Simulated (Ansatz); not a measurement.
**How methods differ on BNH2Cl (SMILES N[B]Cl)**

The species is BNH2Cl (5 atoms), meant as a doublet with charge 0. SMILES: `N[B]Cl`. Geometry: relaxed at PBE0-D4/def2-TZVP. This is one conformer, not always the lowest.

```xyz
5

N    -0.3340    0.4121   -0.2567
B    -0.0984   -0.5446    0.7044
Cl    1.3432   -1.5262    0.7846
H    -1.1767    0.9599   -0.2731
H     0.3158    0.6251   -1.0006
```

Quantity: the energy change with the N1–H5 bond stretched from 1.010 to 2.526 Å, in eV. The values are calculated.

| level | kind | program | value (eV) | less FCI/STO-3G | CPU time (all runs) |
| --- | --- | --- | --- | --- | --- |
| UPBE/STO-3G | GGA | Ansatz | 3.62 | +0.58 | 4 s |
| UB3LYP/STO-3G | global hybrid | Ansatz | 3.98 | +0.94 | 4.5 s |
| UBHLYP/STO-3G | global hybrid | Ansatz | 4.52 | +1.48 | 4.8 s |
| U-wB97X/STO-3G | range-separated hybrid | Ansatz | 4.32 | +1.28 | 22 s |
| UCAM-B3LYP/STO-3G | range-separated hybrid | Ansatz | 4.29 | +1.25 | 5.2 s |
| UB2PLYP/STO-3G | double hybrid | Ansatz | 3.85 | +0.81 | 6.4 s |
| RPA@PBE/STO-3G | RPA | Ansatz | 3.05 | +0.01 | 4.9 s |
| UBCCD(T)/STO-3G | coupled cluster or CI | Ansatz | 3.06 | +0.02 | 1.4 s |
| FCI/STO-3G | exact in the basis | Ansatz | 3.04 | 0.00 | 2.4 min |

FCI/STO-3G is exact within its basis and frozen core, so for wave-function methods in that basis the difference is their error; functionals converge differently with the basis, so for them it is only a difference. The first shape isn't each level's own minimum. The values span 3.04 to 4.52 eV. Spin contamination of the reference (⟨S²⟩ at least 0.1 too high) touches UBHLYP/STO-3G, UB2PLYP/STO-3G, UBCCD(T)/STO-3G. All rows use very small basis sets, so even the best lies far from the true value. Times are those of the runs behind each value, whatever else they computed, on shared processors of several kinds: orders of magnitude only.
